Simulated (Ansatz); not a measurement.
SiMe2H2 (C2H8Si), relaxed as a singlet with RKS PBE-D4/def2-TZVP in Ansatz, starting from the GFN2-xTB geometry. Force threshold 0.02 eV/Å.

Start:

```xyz
11

Si   -0.667    0.382    0.010
C     0.892    0.916   -0.935
H     0.716    1.828   -1.497
H     1.211    0.153   -1.640
H     1.721    1.103   -0.258
C    -0.319   -1.244    0.926
H    -1.187   -1.570    1.491
H     0.507   -1.139    1.625
H    -0.062   -2.042    0.234
H    -1.775    0.188   -0.934
H    -1.036    1.425    0.977
```

Task: Estimate the energy that the relaxation releases and the steps that it takes.

Result: 0.04 eV, in 4 steps; 3.1 s on 4 threads of Arm Neoverse V1 on a shared host. No frequencies were taken in this run, so the end may be a saddle point.

Task: Does the start keep its bonding and symmetry?

Result: By distances, no bond broke or formed. The bond that changes most is Si1–H10, from 1.47 to 1.50 Å (atoms count from 1). Point group C2 at the start, C2v at the end, both within 0.05 Å.

Task: Predict the relaxed structure.

Result: 
```xyz
11

Si   -0.6348    0.3631    0.0088
C     0.8933    0.9200   -0.9408
H     0.7018    1.8552   -1.4861
H     1.1987    0.1571   -1.6720
H     1.7371    1.0924   -0.2567
C    -0.3208   -1.2475    0.9328
H    -1.2143   -1.5659    1.4887
H     0.5030   -1.1311    1.6523
H    -0.0507   -2.0528    0.2340
H    -1.7782    0.1789   -0.9452
H    -1.0350    1.4307    0.9842
```
Bond lengths: 2 × C–Si 1.88 Å; 6 × C–H 1.10 Å; 2 × H–Si 1.50 Å.
